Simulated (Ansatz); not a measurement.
Q: Name a neutral molecule of C, O and H with HOMO–LUMO gap (ωB97M-V/def2-TZVPP) between 11.95 and 12.25 eV and zero-point energy (PBE0-D4/def2-TZVP) between 152 and 168 kJ/mol (Ansatz, PBE0-D4/def2-TZVP geometry).

A: `C=C1CO1` (12.15 eV, 162.7 kJ/mol). Other molecules can fit too; these were computed, each in one conformer that needn't be the lowest.
